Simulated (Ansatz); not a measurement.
Born–Oppenheimer molecular dynamics of ClNa (2 atoms, charge 0, multiplicity 1). It starts from a relaxed structure.

These are results of UKS B3LYP/def2-SVP in Ansatz, not measurements.

```yaml
ensemble: NVT, Langevin thermostat
time_step: 2 fs
steps_asked: 400
set_temperature: 1500 K
friction: 0.005 /fs
seed: 913732
```

First frame:

```xyz
2
Properties=species:S:1:pos:R:3
Na -0.982 0.301 -0.513
Cl 1.011 -0.361 0.517
```

Task: What does the run give?

Result: All steps were run.

```json
{"steps done": "400", "time covered": "800 fs", "mean temperature over the second half": "1957 K", "spread of the potential energy over the second half": "23.4 meV per atom", "mean potential energy of the second half above the start": "16.8 meV per atom"}
```

The mean temperature of the second half is 30 % above the set value. A run of 0.8 ps of so small a system gives no equilibrium averages.

Task: What happens to the structure?

Result: The same pairs are bonded in the first frame and the last. Pairs count as bonded within 1.25 times the sum of covalent radii (0.12 Å more for H–H). Another seed would give other details.

Task: How do temperature and energy run in time?

Result: 
```csv
time (fs),T (K),potential energy less start (eV)
0.0,750,0.000
66.0,598,0.000
132.0,612,0.001
198.0,747,0.018
264.0,856,0.014
330.0,1437,0.102
396.0,2346,0.008
462.0,2978,0.024
528.0,1904,0.001
594.0,2474,0.007
660.0,873,0.030
726.0,500,0.027
792.0,1831,0.134
```

Time of the run: 7 min on 1 thread of Arm Neoverse V1, with other jobs on the host, peak memory 0.095 GiB.
